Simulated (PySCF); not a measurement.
Isomers of C3H6N (doublet state), one GFN2-xTB conformer each. Single-point energies are computed at B3LYP/pcH-1 (PySCF, gas phase, no added dispersion term), electronic only. GFN2-xTB treats the open shell by occupation alone, and not every SCF solution was tested for stability.

Question: Rank them by B3LYP/pcH-1 energy, lowest first (kcal/mol).
A. `[H]/[N:4]=[CH:3]\[CH2:2][CH2:1]` (doublet state) with H–C1–C2–C3 84° and -79°, C1–C2–C3–N4 -99°
B. `[CH2:1]=[C:2][CH2:3][NH2:4]` (doublet state) with C1–C2–C3–N4 0°, C2–C3–N4–H 59° and -59°
C. `[CH2:1]=[CH:2][CH2:3][NH:4]` (doublet state) with C1–C2–C3–N4 -138°, C2–C3–N4–H -12°
D. `[H]/[N:4]=[CH:3]\[CH:2][CH3:1]` (doublet state) with C1–C2–C3–N4 180°
E. `[H]/[N:4]=[C:3]/[CH2:2][CH3:1]` (doublet state) with C1–C2–C3–N4 145°

Answer: D (0.0), E (8.1), A (19.5), C (23.8), B (28.5).

Neighbours under 5.0 kcal/mol apart ([H]/N=C\C[CH2] and C=CC[NH]; C=CC[NH] and C=[C]CN) can change places with a better method, another conformer or zero-point energy. GFN2-xTB itself gives, in the same order: 0.0, 9.8, 18.0, 25.8, 30.7. Both levels put the same isomer lowest; measured from each level's own lowest isomer, the values differ by up to 2.2 kcal/mol (C=[C]CN: 30.7 against 28.5).

As an exercise, what shares would exp(−E/RT) give at 1000 K from these electronic energies alone (no entropy, no degeneracies)?

RT = 1.987 kcal/mol: [H]/N=C\[CH]C 98.3 %, [H]/N=[C]/CC 1.7 %, [H]/N=C\C[CH2] under 0.1 %, C=CC[NH] under 0.1 %, C=[C]CN under 0.1 %.
